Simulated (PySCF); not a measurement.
## OH at TPSSh

Level: TPSSh. PySCF, no relativity, basis sets H def2-TZVPPD, O def2-TZVPPD.

```json
{
  "state": "²Π (doublet), unpaired electrons π ↑",
  "bond length": "0.977 Å",
  "harmonic wavenumber": "3677 cm⁻¹",
  "force constant": "7.55 mdyn/Å",
  "rotational constant Be": "18.62 cm⁻¹",
  "anharmonicity ωexe": "79.0 cm⁻¹",
  "vibration–rotation constant αe": "0.700 cm⁻¹",
  "well depth De to H + O": "4.58 eV",
  "dissociation energy D0": "4.36 eV",
  "bond order (Mayer)": "1.00",
  "dipole moment (positive dipole means H(−)O(+))": "-1.63 D"
}
```

The state was picked by a PBE0 search and need not be the measured ground state.
